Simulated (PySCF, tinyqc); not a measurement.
Inside a calculation. Method: RHF in the sto-3g basis, for H2O, spin multiplicity 1. The lowest restricted solution is unstable here: a spin-polarised one lies 0.0001 hartree lower (PySCF). One step of it, computed by the program tinyqc.

Question. Orthogonalisation. S = U s U^T; symmetric (Loewdin) form X = U s^(-1/2) U^T, so that X^T S X = 1.

overlap S, order 1O 1s, 1O 2s, 1O 2px, 1O 2py, 1O 2pz, 2H 1s, 3H 1s:
```
[[1.000000, 0.236704, 0.000000, 0.000000, 0.000000, 0.026187, 0.026187],
 [0.236704, 1.000000, 0.000000, 0.000000, 0.000000, 0.298688, 0.298688],
 [0.000000, 0.000000, 1.000000, 0.000000, 0.000000, 0.000000, 0.000000],
 [0.000000, 0.000000, 0.000000, 1.000000, 0.000000, 0.228714, -0.228714],
 [0.000000, 0.000000, 0.000000, 0.000000, 1.000000, 0.159019, 0.159019],
 [0.026187, 0.298688, 0.000000, 0.228714, 0.159019, 1.000000, 0.105453],
 [0.026187, 0.298688, 0.000000, -0.228714, 0.159019, 0.105453, 1.000000]]
```

Give: eigenvalues of S; X.

Answer.

eigenvalues of S: [0.530, 0.620, 0.893, 1.000, 1.097, 1.275, 1.585]

X, order 1O 1s, 1O 2s, 1O 2px, 1O 2py, 1O 2pz, 2H 1s, 3H 1s:
```
[[1.023, -0.131, 0.000, 0.000, -0.005, 0.016, 0.016],
 [-0.131, 1.099, 0.000, 0.000, 0.040, -0.164, -0.164],
 [0.000, 0.000, 1.000, 0.000, 0.000, 0.000, 0.000],
 [0.000, 0.000, 0.000, 1.047, 0.000, -0.134, 0.134],
 [-0.005, 0.040, 0.000, 0.000, 1.021, -0.085, -0.085],
 [0.016, -0.164, 0.000, -0.134, -0.085, 1.074, -0.035],
 [0.016, -0.164, 0.000, 0.134, -0.085, -0.035, 1.074]]
```
